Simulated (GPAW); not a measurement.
**PBE-D3(0)/dzp (scalar-relativistic datasets, max step 0.04) run of AlH3Cl− (SMILES [AlH3-][Cl])**

Aim: a geometry optimisation of AlH3Cl−. 

Program for the calculation: GPAW 26.7.0.

3 further runs of the same task are left out: 3 set aside as unsound or not needed.

## Step 1: The system as given

AlH3Cl− has 5 atoms, charge -1, and is taken as a singlet. SMILES: `[AlH3-][Cl]`. All atoms were displaced at random from a relaxed shape. The run starts from this shape.

Bond lengths: Al1–Cl2 2.067 Å, Al1–H3 1.633 Å, Al1–H4 1.654 Å, Al1–H5 1.632 Å. Angles: Cl2–Al1–H3 108.3°, Cl2–Al1–H4 107.9°, Cl2–Al1–H5 106.4°, H3–Al1–H4 110.1°, H3–Al1–H5 112.7°, H4–Al1–H5 111.2°.

## Step 2: A geometry optimisation at PBE-D3(0)/dzp (scalar-relativistic datasets, max step 0.04)

The input, mol.xyz:

```xyz
5

Al     0.065873     0.006777    -0.023864
Cl    -1.553857     0.008122     1.260487
H      0.187245     1.488378    -0.698986
H     -0.213044    -1.130004    -1.192596
H      1.368868    -0.381455     0.879632
```

The input, mol.py:

```python
from ase.calculators.mixing import SumCalculator
from ase.io import read, write
from ase.optimize import LBFGS
from dftd3.ase import DFTD3
from gpaw import GPAW
from gpaw.utilities.adjust_cell import adjust_cell

# Atomic positions
mol = read('mol.xyz')
adjust_cell(mol, 5.0, h=0.16)

# Calculator
calculator = GPAW(mode='lcao',
                  symmetry='off',
                  h=0.16,
                  maxiter=100,
                  charge=-1,
                  xc='PBE',
                  basis='dzp',
                  txt='-')
mol.calc = SumCalculator([DFTD3(method='PBE', damping='d3zero'), calculator])

opt = LBFGS(mol, trajectory='mol.traj', maxstep=0.04)
converged = opt.run(fmax=0.01, steps=60)
print('Converged:', converged)
print(f'Final energy            {mol.get_potential_energy():.5f} eV')
print(f'r(H3-Al0) = {mol.get_distance(3, 0):.4f} Ang')
print(f'r(H2-Al0): {mol.get_distance(2, 0):.4f} Ang')
write('relaxed.xyz', mol)
```

On the command line:

```bash
python3 mol.py
```

**Question.** What will come out? Wanted: energy as printed; HOMO energy; LUMO energy; HOMO–LUMO gap; dispersion energy.

**Answer.** As computed:

At PBE-D3(0)/dzp (scalar-relativistic datasets, max step 0.04):

| quantity | value |
| --- | --- |
| energy as printed (from the program's reference atoms) | -17.6054 eV |
| HOMO energy | -0.91 eV |
| LUMO energy | 5.13 eV |
| HOMO–LUMO gap (to an unbound level, set by the basis) | 6.05 eV |
| dispersion energy | -2.55 kJ/mol |

In words: At the final geometry: Bond lengths: Al1–Cl2 2.266 Å, Al1–H3 1.639 Å, Al1–H4 1.640 Å, Al1–H5 1.640 Å. Angles: Cl2–Al1–H3 108.0°, Cl2–Al1–H4 107.9°, Cl2–Al1–H5 108.1°, H3–Al1–H4 111.1°, H3–Al1–H5 110.8°, H4–Al1–H5 110.9°. The optimisation took 29 steps and changed the energy by -0.246 eV.
